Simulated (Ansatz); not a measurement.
Rock-salt SnTe (cubic form, which distorts at low temperature) was calculated with r²SCAN in Ansatz (PAW).

Run with plane-wave cutoff 560 eV, 10×10×10 k mesh, Fermi–Dirac smearing 0.01 eV, scalar-relativistic PAW data made under PBE.

The cell is scaled about its equilibrium volume:

```json
[
 {"V (Å³/atom)": "30.387", "P (GPa)": "3.07", "direct gap at Γ (eV)": "6.077"},
 {"V (Å³/atom)": "31.034", "P (GPa)": "1.95", "direct gap at Γ (eV)": "5.968"},
 {"V (Å³/atom)": "31.680", "P (GPa)": "0.93", "direct gap at Γ (eV)": "5.861"},
 {"V (Å³/atom)": "32.327", "P (GPa)": "0.00", "direct gap at Γ (eV)": "5.757"},
 {"V (Å³/atom)": "32.974", "P (GPa)": "-0.84", "direct gap at Γ (eV)": "5.656"},
 {"V (Å³/atom)": "33.620", "P (GPa)": "-1.59", "direct gap at Γ (eV)": "5.556"},
 {"V (Å³/atom)": "34.267", "P (GPa)": "-2.27", "direct gap at Γ (eV)": "5.459"}
]
```

The fundamental gap (0.14 eV at the equilibrium volume, with added k points) lies elsewhere than Γ–Γ.

Note: symmetry holds this phase in the static calculation, where it need not be a minimum.

Spin–orbit coupling is not included; it can close the smallest gap of 0.14 eV.

Ansatz is an electronic-structure program.
